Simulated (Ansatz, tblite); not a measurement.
**The cluster B4H3: charged states by level of theory**

The task here is to estimate one member of a computed series from the others.

The runs use Ansatz 0.2.0, Gaussian basis; as each input shows.

Plan: charge +1 singlet, at the geometry of the doublet (PBE0-D4/def2-TZVP, PBE-D4/def2-TZVP, r2SCAN-D4/def2-TZVP, CCSD(T)/def2-TZVPP); charge -1 singlet, at the geometry of the doublet (PBE0-D4/def2-TZVPD, PBE-D4/def2-TZVPD, r2SCAN-D4/def2-TZVPD, CCSD(T)/def2-TZVPD); charge +1 triplet, at the geometry of the doublet (PBE0-D4/def2-TZVP, PBE-D4/def2-TZVP, r2SCAN-D4/def2-TZVP); charge -1 triplet, at the geometry of the doublet (PBE0-D4/def2-TZVPD, PBE-D4/def2-TZVPD, r2SCAN-D4/def2-TZVPD); the starting doublet's energies come from earlier runs.

1 further run of the same task is left out (set aside as unsound or not needed). Runs told in other sessions of the task aren't counted.

### The geometry

The geometry is that of the doublet, from an earlier relaxation (B3LYP-D4/def2-TZVP). At that level it is the lowest of the isomers that a small search found.

7 atoms, charge 0, spin multiplicity 2.

Atoms are counted from 1 here; the program's logs count them from 0.

Bond lengths: B1–B2 1.520 Å, B1–B3 1.607 Å, B1–B4 1.520 Å, B2–B3 1.759 Å, B2–H5 1.172 Å, B3–B4 1.759 Å, B3–H6 1.180 Å, B4–H7 1.172 Å. Angles: B2–B1–B3 68.4°, B2–B1–B4 136.8°, B3–B1–B4 68.4°, B1–B2–B3 58.1°, B1–B2–H5 171.8°, B3–B2–H5 130.0°, B1–B3–B2 53.5°, B1–B3–B4 53.5°, B1–B3–H6 180.0°, B2–B3–B4 106.9°, B2–B3–H6 126.5°, B4–B3–H6 126.5°, B1–B4–B3 58.1°, B1–B4–H7 171.8°, B3–B4–H7 130.0°.

Set-up of the first run:

Input file in.yaml:

```yaml
crystal:
  periodic: [false, false, false]
  atoms:
    - {symbol: B, position_ang: [0.728171, -0.106229, -0.713920]}
    - {symbol: B, position_ang: [0.996022, 1.090185, 0.184939]}
    - {symbol: B, position_ang: [-0.413315, 0.060274, 0.405319]}
    - {symbol: B, position_ang: [-0.334416, -1.186867, -0.833223]}
    - {symbol: H, position_ang: [1.338905, 2.037556, 0.784243]}
    - {symbol: H, position_ang: [-1.251310, 0.182431, 1.226961]}
    - {symbol: H, position_ang: [-1.064057, -2.077359, -1.054318]}
basis:
  gaussian: {orbitals: def2-SVP}
total_charge: 1
hamiltonian: {xc: pbe0, dispersion: d4}
output: {orbitals: {seedname: orbitals}}
```

Launch:

```sh
$ ansatz run in.yaml --threads 4 --pin off --events-out ev --progress --plain --max-ram 3916MiB
```

Among the steps run: Charge +1 singlet at the fixed geometry, first pass, PBE0-D4/def2-SVP; Charge +1 singlet at the fixed geometry, PBE0-D4/def2-TZVP; Charge +1 singlet at the fixed geometry, PBE-D4/def2-TZVP; Charge +1 singlet at the fixed geometry, r2SCAN-D4/def2-TZVP; Charge +1 singlet at the fixed geometry, CCSD(T)/def2-TZVPP; Charge -1 singlet at the fixed geometry, first pass, PBE0-D4/def2-SVP; Charge -1 singlet at the fixed geometry, PBE0-D4/def2-TZVPD; Charge -1 singlet at the fixed geometry, PBE-D4/def2-TZVPD; Charge -1 singlet at the fixed geometry, r2SCAN-D4/def2-TZVPD; Charge -1 singlet at the fixed geometry, CCSD(T)/def2-TZVPD.

One of the session's tables, all rows but one given; the rest of the session is left out.

It belongs to the step «Vertical electron affinity». 

```
              method  vertical electron affinity (eV)
       HF/def2-TZVPD                             1.32
   PBE-D4/def2-TZVPD                             2.35
r2SCAN-D4/def2-TZVPD                             2.24
  PBE0-D4/def2-TZVPD                                ?
      MP2/def2-TZVPD                             2.50
     CCSD/def2-TZVPD                             2.27
  CCSD(T)/def2-TZVPD                             2.33
```

**Question.** Estimate the row for PBE0-D4/def2-TZVPD.

As computed: vertical electron affinity (eV): 2.36. In the column «vertical electron affinity (eV)» it lies between PBE-D4/def2-TZVPD (2.35) and MP2/def2-TZVPD (2.50).

Caveats from the session: The anion's highest level is positive in at least one run, so there the basis alone may hold the extra electron.
